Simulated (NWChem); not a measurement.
System: nitrogen trifluoride (NF3); SMILES FN(F)F

The following NWChem deck was run.

```
start job
memory heap 200 mb stack 900 mb global 1100 mb
geometry units angstroms noautosym nocenter noautoz
  F      0.860803     0.860803    -0.121585
  N      0.000000     0.000000     0.466697
  F     -1.175879     0.315076    -0.121585
  F      0.315076    -1.175879    -0.121585
end
basis spherical
  F library pcsseg-1
  N library pcsseg-1
end
dft
  xc pbe0
  iterations 150
end
property
  shielding 2 1 2
end
task dft property
```

Structure relaxed at the PBE0/def2-SVP level.

GIAO values for the isolated, static molecule; σ is the absolute isotropic shielding, δ = σ(reference) − σ with the isolated reference molecule computed at the same levels (19F: trichlorofluoromethane, 15N: ammonia).

Atoms are numbered as in the input.

What results follow from this input? (PBE0/pcSseg-1, GIAO.) Quantities: basis functions; δ F1 (ppm); δ N2 (ppm).

The number of basis functions comes out as 68, the δ F1 (ppm) is 95.1 and the δ N2 (ppm) is 400.2.
